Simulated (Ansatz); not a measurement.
This geometry of AlH₅O (7 atoms, charge 0, multiplicity 1) is a first-order saddle point.

Level of theory: RKS PBE/cc-pVDZ (Ansatz 0.2.0).

```xyz
7
Properties=species:S:1:pos:R:3
Al 0.048 -0.214 -0.100
H -0.026 -0.094 1.707
H 1.444 0.350 -0.632
H -1.400 0.119 -0.703
O 0.193 -2.012 0.579
H -0.614 -2.563 0.514
H 0.026 -1.112 1.489
```

Which two structures does it join? (They come from a converged band through this point; their orientation in space is the band's.)

Bonds broken: Al1–H2, O5–H7. Bonds formed: H2–H7. AlH5O becomes AlH3O + H2.

Image 0:

```xyz
7
Properties=species:S:1:pos:R:3
Al 0.044 0.061 0.090
H -0.060 0.640 1.600
H 1.422 0.262 -0.718
H -1.334 -0.099 -0.750
O 0.151 -1.955 0.659
H -0.651 -2.417 0.337
H 0.100 -2.017 1.635
```

Image 6:

```xyz
7
Properties=species:S:1:pos:R:3
Al 0.050 -0.621 -0.272
H -0.276 0.158 2.047
H 1.506 0.017 -0.421
H -1.336 0.184 -0.387
O 0.055 -2.369 -0.132
H -0.797 -2.837 -0.071
H 0.468 -0.056 2.089
```

How far does it lie above each of them?

0.53 eV above the first and 0.72 eV above the second. This is the barrier of this one path; another mechanism may lie lower. The orbitals stay closed-shell, which can raise the energy where a bond breaks towards radicals; this wasn't checked here.

Run time: 70 s on 1 thread of Arm Neoverse V2, with other jobs on the host, peak memory 0.098 GiB.
